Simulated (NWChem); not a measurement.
# Correlation energy of CHO (+1)

```xyz
3

C      0.0000     0.0000    -0.5219
O      0.0000     0.0000     0.5966
H      0.0000     0.0000    -1.6409
```
Charge +1, spin multiplicity 1.

All runs are NWChem calculations. All single points use one geometry, from PBE/def2-SVP, a minimum by its harmonic frequencies.

Basis set: def2-SVP. Each correlation energy counts from its own Hartree-Fock reference.

The correlated methods keep 2 core orbitals frozen. The structure started from a generated list of species. Coupled-cluster values serve here as a point of comparison, not as the truth.

| method | correlation energy (mHa) |
|---|---|
| MP2 | -303.9 |
| CCSD | -307.7 |
| CCSD+T(CCSD) | (withheld) |
| CR-CCSD[T] | -318.8 |
| CCSDT | (withheld) |
| CR-CCSD(T) | -317.2 |
| CCSD(T) | -319.4 |
| SCS-MP2 | -296.6 |

Task: Complete the blanks.

Result: 
- CCSD+T(CCSD), correlation energy (mHa): -321.4
- CCSDT, correlation energy (mHa): -319.8
